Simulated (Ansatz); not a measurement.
Ansatz (a quantum-chemistry and plane-wave program) input (B3LYP-D3(BJ)/def2-TZVP):

Ansatz 0.2 input:
```yaml
crystal:
  periodic: [false, false, false]
  atoms:
    - {symbol: C, position_ang: [0.12240118, 0.65377219, -0.01140373]}
    - {symbol: N, position_ang: [-0.06487622, -0.72724406, -0.00394907]}
    - {symbol: H, position_ang: [-0.48571195, -1.08161899, 0.84397161]}
    - {symbol: H, position_ang: [-0.51333491, -1.08670917, -0.83538340]}
    - {symbol: H, position_ang: [0.47454259, 1.08892081, 0.90453725]}
    - {symbol: H, position_ang: [0.44329223, 1.08312997, -0.94145862]}
basis:
  gaussian:
    orbitals: def2-TZVP
hamiltonian:
  xc: b3lyp
  dispersion: d3bj
magnetization: {spin_polarized: true, initial_magnetization: 1}
relax: {f_tol: 0.002, max_steps: 150}
```

End of the output:

```
mean field: 0.22 GiB planned
mean field evaluation 32: about -2591.7593 eV, gradient 2.4e-1 eV
mean field -2591.75943563 eV, -95.2454025017 hartree, gradient 1.3e-5 eV, S^2 0.753864; 0 other end points of the search recorded, 0 dependent functions left out
the calculation of the forces begins
reference -2591.75962703 eV, -95.2454095357 hartree; 9, 8 occupied and 77, 78 virtual orbitals, 511 factors
relax step   4: F+E_penalty+E_count = -2591.85792247 eV  Δ(F+E_penalty+E_count) = -1.420e-4 eV  max|allowed force component| = 1.077e-2 eV/Å  Δτ_max = 0.0047 Å  (31 SCF iters, accepted)
these checks for a lower state are left out or cut short: starts, cluster_reference, orbital_swaps, neighbouring_geometries, increment
integrals: 0.01 GiB planned
511 factors; their error is unknown
mean field: 0.22 GiB planned
mean field -2591.75944399 eV, -95.2454028089 hartree, gradient 1.3e-5 eV, S^2 0.753856; 0 other end points of the search recorded, 0 dependent functions left out
the calculation of the forces begins
reference -2591.75963557 eV, -95.2454098494 hartree; 9, 8 occupied and 77, 78 virtual orbitals, 511 factors
relax step   5: F+E_penalty+E_count = -2591.85792933 eV  Δ(F+E_penalty+E_count) = -6.861e-6 eV  max|allowed force component| = 9.468e-3 eV/Å  Δτ_max = 0.0028 Å  (31 SCF iters, accepted)
these checks for a lower state are left out or cut short: starts, cluster_reference, orbital_swaps, neighbouring_geometries, increment
integrals: 0.01 GiB planned
511 factors; their error is unknown
mean field: 0.22 GiB planned
mean field -2591.75945200 eV, -95.2454031032 hartree, gradient 1.7e-5 eV, S^2 0.753860; 0 other end points of the search recorded, 0 dependent functions left out
the calculation of the forces begins
reference -2591.75964352 eV, -95.2454101414 hartree; 9, 8 occupied and 77, 78 virtual orbitals, 511 factors
relax step   6: F+E_penalty+E_count = -2591.85793461 eV  Δ(F+E_penalty+E_count) = -5.275e-6 eV  max|allowed force component| = 2.160e-3 eV/Å  Δτ_max = 0.0011 Å  (23 SCF iters, accepted)
these checks for a lower state are left out or cut short: starts, cluster_reference, orbital_swaps, neighbouring_geometries, increment
integrals: 0.01 GiB planned
511 factors; their error is unknown
mean field: 0.22 GiB planned
mean field -2591.75945113 eV, -95.2454030714 hartree, gradient 1.1e-5 eV, S^2 0.753860; 0 other end points of the search recorded, 0 dependent functions left out
the calculation of the forces begins
reference -2591.75964264 eV, -95.2454101094 hartree; 9, 8 occupied and 77, 78 virtual orbitals, 511 factors
relax step   7: F+E_penalty+E_count = -2591.85793472 eV  Δ(F+E_penalty+E_count) = -1.116e-7 eV  max|allowed force component| = 4.187e-4 eV/Å  Δτ_max = 0.0001 Å  (20 SCF iters, accepted)
integrals: 0.01 GiB planned
511 factors; their error is unknown
mean field: 0.22 GiB planned
mean field evaluation 64: about -2591.7595 eV, gradient 6.4e-3 eV
mean field -2591.75945113 eV, -95.2454030714 hartree, gradient 2.7e-5 eV, S^2 0.753860; 1 other end points of the search recorded, 0 dependent functions left out
the calculation of the forces begins
reference -2591.75964264 eV, -95.2454101094 hartree; 9, 8 occupied and 77, 78 virtual orbitals, 511 factors
Total energy: -2591.85812623 eV, -95.2490293144 hartree
Atom 0 at     0.133319     0.654918    -0.011642 Å, force     0.000030     0.000419    -0.000001 eV/Å
Atom 1 at    -0.078153    -0.720293    -0.003840 Å, force    -0.000037    -0.000222     0.000001 eV/Å
Atom 2 at    -0.486638    -1.096184     0.838592 Å, force    -0.000028    -0.000112     0.000055 eV/Å
Atom 3 at    -0.514511    -1.101359    -0.829810 Å, force    -0.000042    -0.000123    -0.000055 eV/Å
Atom 4 at     0.476690     1.099468     0.911086 Å, force     0.000031     0.000016    -0.000197 eV/Å
Atom 5 at     0.445606     1.093700    -0.948072 Å, force     0.000046     0.000022     0.000197 eV/Å
Dipole moment:    -0.153455    -0.201906     0.003189 e Å
```

It need not be the lowest isomer of its formula.
